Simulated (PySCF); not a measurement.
C4H6O.
Numbering: `[CH2:1]=[C:2]=[CH:3][O:4][CH3:5]` (hydrogens: H6, H7 on C1; H8 on C3; H9, H10, H11 on C5)

The same species was optimised twice, with GFN2-xTB and with PBE0-D3(BJ)/def2-SVP (PySCF), and the same property calculations (PySCF, gas phase) were run on both structures.

| coordinate | GFN2-xTB | PBE0-D3(BJ)/def2-SVP | change |
| --- | --- | --- | --- |
| C3–O4 (Å) | 1.374 | 1.355 | -0.019 |
| C1–H7 (Å) | 1.080 | 1.097 | +0.017 |
| C1–H6 (Å) | 1.080 | 1.097 | +0.017 |
| C3–H8 (Å) | 1.086 | 1.100 | +0.014 |
| C2=C3 (Å) | 1.301 | 1.315 | +0.014 |
| C1=C2 (Å) | 1.295 | 1.308 | +0.013 |
| C5–H11 (Å) | 1.097 | 1.106 | +0.009 |
| C5–H9 (Å) | 1.089 | 1.098 | +0.009 |
| C5–H10 (Å) | 1.097 | 1.105 | +0.008 |
| O4–C5 (Å) | 1.403 | 1.401 | -0.002 |
| O4–C5–H9 (°) | 106.2 | 107.2 | +1.0 |
| C1–C2–C3 (°) | 178.5 | 177.5 | -1.0 |
| H9–C5–H11 (°) | 109.2 | 108.6 | -0.6 |
| C2–C3–H8 (°) | 120.4 | 119.8 | -0.6 |
| H6–C1–H7 (°) | 116.2 | 116.7 | +0.5 |
| H9–C5–H10 (°) | 109.2 | 108.7 | -0.5 |
| C2–C3–O4 (°) | 123.4 | 123.8 | +0.4 |
| H10–C5–H11 (°) | 109.0 | 108.6 | -0.4 |
| C2–C3–O4–C5 (°) | -178 | -161 | +17 |

Rotational constants: A = 36509, B = 2296, C = 2223 MHz (GFN2-xTB) against A = 34719, B = 2290, C = 2230 MHz (PBE0-D3(BJ)/def2-SVP).

On the GFN2-xTB structure: HOMO (eV) -6.40 [PBE0/pcSseg-1]; LUMO (eV) -0.02 [PBE0/pcSseg-1]; dipole (D) 1.55 [PBE0/pcSseg-1]; GIAO shielding of C1 (ppm) 93.4 [PBE0/pcSseg-1]; GIAO shielding of C2 (ppm) -29.7 [PBE0/pcSseg-1]; GIAO shielding of C3 (ppm) 57.2 [PBE0/pcSseg-1]; GIAO shielding of O4 (ppm) 289.0 [PBE0/pcSseg-1]; GIAO shielding of C5 (ppm) 126.8 [PBE0/pcSseg-1].

Problem. What do these properties become on the PBE0-D3(BJ)/def2-SVP structure?

Solution. 
| property | level | on GFN2-xTB | on PBE0-D3(BJ)/def2-SVP | change |
| --- | --- | --- | --- | --- |
| HOMO (eV) | PBE0/pcSseg-1 | -6.40 | -6.42 | -0.02 |
| LUMO (eV) | PBE0/pcSseg-1 | -0.02 | -0.03 | -0.01 |
| dipole (D) | PBE0/pcSseg-1 | 1.55 | 1.57 | +0.02 |
| energy, GFN2-xTB geometry as zero (kcal/mol) | PBE0/pcSseg-1 | 0.0 | -0.2 | -0.2 |
| GIAO shielding of C1 (ppm) | PBE0/pcSseg-1 | 93.4 | 90.9 | -2.5 |
| GIAO shielding of C2 (ppm) | PBE0/pcSseg-1 | -29.7 | -34.4 | -4.7 |
| GIAO shielding of C3 (ppm) | PBE0/pcSseg-1 | 57.2 | 56.5 | -0.7 |
| GIAO shielding of O4 (ppm) | PBE0/pcSseg-1 | 289.0 | 284.7 | -4.3 |
| GIAO shielding of C5 (ppm) | PBE0/pcSseg-1 | 126.8 | 125.2 | -1.6 |

The heavy atoms differ by 0.098 Å rms after alignment (one structure mirrored). Among all bonds C3–O4 changes most (-0.019 Å). Changes are differences of the printed values. Neither structure is proved a minimum here.

The values belong to the conformer `[CH2:1]=[C:2]=[CH:3][O:4][CH3:5]`: C2–C3–O4–C5 -161°.
